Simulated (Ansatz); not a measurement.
Stretching doublet CO(+)

The C–O distance is varied.

Basis set: 6-31G (spherical functions). Charge 1, multiplicity 2.

Computed with Ansatz (development build ahead of 0.2.0), each point on the determinant that the search for low states chose. Each curve is measured from its own lowest point listed. The UHF curve may step between solutions.

```tsv
r(C–O) (Å)	UHF (eV)	PBE (unrestricted) (eV)
1.338	0.000	0.000
1.450	0.988	1.188
1.673	1.414	2.696
1.784	1.338	3.222
1.895	1.286	3.681
2.007	1.279	4.061
2.230	1.378	4.622
2.341	1.458	4.828
2.453	1.540	4.995
2.564	1.620	5.131
2.788	1.757	5.328
2.899	1.813	5.398
```

**Question.** Give the PBE0 (unrestricted) curve at the same distances.

**Answer.**

```
r (Å)  E (eV)
1.338   0.000
1.450   1.260
1.673   2.499
1.784   3.013
1.895   3.372
2.007   3.610
2.230   3.925
2.341   4.054
2.453   4.172
2.564   4.281
2.788   4.469
2.899   4.547
```

Caution at some points: the unrestricted determinant is a mixture of spin states. Caution for PBE (unrestricted) at some points, PBE0 (unrestricted) at some points: charge can spread falsely over distant fragments.
